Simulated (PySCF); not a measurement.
Species: 2-methyl-3-butyn-2-ol, C5H8O.
Atom-mapped SMILES: `[CH:1]#[C:2][C:3]([CH3:4])([CH3:5])[OH:6]` (hydrogens: H7 on C1; H8, H9, H10 on C4; H11, H12, H13 on C5; H14 on O6)

Cartesian coordinates in Å at the PBE0-D3(BJ)/def2-TZVP level; atoms count from 1:
```
atom  x, y, z in Å
C1     2.434    0.451   -0.424
C2     1.281    0.297   -0.128
C3    -0.137    0.135    0.223
C4    -0.995    0.303   -1.028
C5    -0.367   -1.224    0.866
O6    -0.507    1.094    1.207
H7     3.460    0.581   -0.677
H8    -0.836    1.288   -1.473
H9    -0.746   -0.451   -1.777
H10   -2.047    0.204   -0.756
H11   -1.421   -1.317    1.136
H12   -0.101   -2.025    0.175
H13    0.238   -1.317    1.768
H14   -0.263    1.965    0.880
```

The closed-shell ground state was solved at several levels (PySCF, density fitting, gas phase, non-relativistic). Isolated species at its PBE0-D3(BJ)/def2-TZVP geometry (one conformer only).

```csv
level,basis functions,total energy (Eh),HOMO (eV),LUMO (eV),gap (eV),dipole (D)
PBE0/pcJ-2,498,-270.2914,-7.86,0.43,8.29,1.33
B97-2/pcJ-2,498,-270.5159,-7.59,0.45,8.04,1.31
B3LYP/pcJ-2,498,-270.6259,-7.64,0.11,7.75,1.34
```

**Question.** Estimate the row for PBE0/pcSseg-2, a basis of 328 functions; the other rows only guide the guess.

**Answer.** Total energy -270.2806 Eh, HOMO -7.87 eV, LUMO 0.39 eV, gap 8.26 eV, dipole 1.33 D.

**Question.** Over all these levels, which gives the widest orbital gap and which the narrowest?

**Answer.** PBE0/pcJ-2 (global hybrid, 25 % exact exchange) has the widest, 8.29 eV, and B3LYP/pcJ-2 (global hybrid, 20 % exact exchange) the narrowest, 7.75 eV. The two share the basis. From the narrowest to the widest the HOMO moves by -0.22 eV and the LUMO by +0.32 eV.

**Question.** In the pcJ-2 basis, how does the gap go with the fixed share of exact exchange?

**Answer.** B3LYP (20 %) 7.75 eV; B97-2 (21 %) 8.04 eV; PBE0 (25 %) 8.29 eV. Each rise in the share widens the gap here.

**Question.** How far do the dipole and the HOMO energy spread over the levels?

**Answer.** The dipole runs from 1.31 to 1.34 D (mean 1.33 D) and the HOMO from -7.87 to -7.59 eV.
